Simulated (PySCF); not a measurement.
# C3H5N3: the cost of one run

Computed with PySCF 2.14.0, with density-fitted response routines of our own, on a single molecule in the gas phase. Atoms are numbered from 0 throughout.

## 1. Starting geometry

11 atoms, charge 0, multiplicity 1; geometry from: GFN2-xTB. The atoms were then displaced at random by about 0.01 Å, so the start is not that level's minimum.

Bonds of the start (Å): C0–N1 1.41, N1–N2 1.30, N2–C3 1.38, C3–C4 1.39, C4–N5 1.33, N5–N1 1.32, C0–H6 1.10, C0–H7 1.06, C0–H8 1.10, C3–H9 1.05, C4–H10 1.07.

## 2. Relaxing the molecule at PBE0-D3(BJ)/def2-SVP

What the job is given:

```
{"job": {"xc": "PBE0", "basis": "def2-SVP", "d3": "d3bj", "grid": 1, "shake": 0.01, "kind": "geom"}, "charge": 0, "multiplicity": 1}
C     -1.782150    -0.061710    -0.015130
N     -0.377770    -0.009850    -0.014920
N      0.331220    -1.082900     0.170670
C      1.639290    -0.653030     0.125920
C      1.578980     0.715060    -0.111770
N      0.309620     1.102570    -0.187480
H     -2.186860     0.407000     0.896660
H     -2.101620    -1.069600    -0.090100
H     -2.177090     0.531960    -0.855060
H      2.430200    -1.324650     0.263190
H      2.374290     1.419330    -0.197640
```

Started as:

```sh
$ OMP_NUM_THREADS=1 python probes_run.py task.json out
```

This one command runs all jobs of the session in turn.

**Question.** How long does this first job take on 1 thread of Arm Neoverse V1, shared host, and how much memory does it need?

About 33 s, with a peak of 0.45 GiB.
